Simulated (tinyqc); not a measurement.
Hueckel theory of the pi electrons, for the molecule C=CC=C (SMILES; centres numbered as the heavy atoms are written), step by step. Computed by tinyqc, a small Python program that keeps every step. Settings: charge = 0. Command: `OMP_NUM_THREADS=1 python tinyqc.py 23712 23713 out.jsonl` (the two numbers bound the seeds that draw the settings). One thread of a shared host (Intel(R) Xeon(R) Processor @ 2.60GHz), about 0.01 s of CPU time with the checks.

## The Hueckel matrix

Centres:
```
centre  z_r, pi electrons of the neutral centre         h
1C                                            1  0.000000
2C                                            1  0.000000
3C                                            1  0.000000
4C                                            1  0.000000
```

Bonds:
```
i  j  k
1  2  1
2  3  1
3  4  1
```

H_rr = alpha + h_r beta, H_rs = k_rs beta for bonded centres.

Hueckel matrix in units of beta (H = alpha + beta A), lower triangle:
```
          1C        2C        3C        4C
1C  0.000000
2C  1.000000  0.000000
3C  0.000000  1.000000  0.000000
4C  0.000000  0.000000  1.000000  0.000000
```

## Orbitals

pi electrons, sum of z_r less the charge = 4

Diagonalise; E = alpha + x beta with beta < 0, so the largest x are filled first; degenerate levels share their electrons. P = sum n_i c_ri c_si; each orbital has its largest coefficient positive (the first on a tie).

x values: 1.618034  0.618034  -0.618034  -1.618034

occupations: 2.000000  2.000000  0.000000  0.000000

coefficients:
```
         MO1        MO2        MO3        MO4
1C  0.371748   0.601501   0.601501  -0.371748
2C  0.601501   0.371748  -0.371748   0.601501
3C  0.601501  -0.371748  -0.371748  -0.601501
4C  0.371748  -0.601501   0.601501   0.371748
```

charge and bond-order matrix P, lower triangle:
```
           1C        2C        3C        4C
1C   1.000000
2C   0.894427  1.000000
3C   0.000000  0.447214  1.000000
4C  -0.447214  0.000000  0.894427  1.000000
```

## Energy, charges, bond orders

E = sum n x; q_r = z_r - P_rr; bond order p = P_rs; free valence = sqrt(3) - sum of p over the bonds of the atom.

pi energy = 4 alpha + this times beta = 4.472136

pi charges: 1C 0.000000, 2C 0.000000, 3C 0.000000, 4C 0.000000

Bond orders and lengths from R = 1.517 - 0.180 p (angstrom, C-C alone):
```
bond         p         R
1-2   0.894427  1.356003
2-3   0.447214  1.436502
3-4   0.894427  1.356003
```

free valence of the carbons: 1C 0.837624, 2C 0.390410, 3C 0.390410, 4C 0.837624

gap between the highest filled and the next level = 1.236068 |beta|
